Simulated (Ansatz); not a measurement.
Energy landscape of AlCl3, singlet: umbrella (inversion) coordinate, bond length relaxed. Scanned: angle between the Al-Cl bonds and the threefold axis (90 = planar). Other coordinates (Al-Cl bond length) were minimised at B3LYP/def2-TZVP.

The free coordinates were minimised at B3LYP/def2-TZVP in PySCF; the energy column is restricted PBE/cc-pVDZ run with Ansatz (a first-principles code), in kcal/mol.

```csv
a / °,Al-Cl bond length / Å,E
90,2.079,0.0
93,2.079,0.4
96,2.081,1.6
99,2.083,3.7
102,2.086,6.6
105,2.089,10.4
108,2.095,15.0
111,2.102,20.7
114,2.110,27.4
117,2.121,35.3
120,2.136,44.6
123,2.156,55.6
126,2.182,68.6
129,2.216,84.2
132,2.263,102.8
```
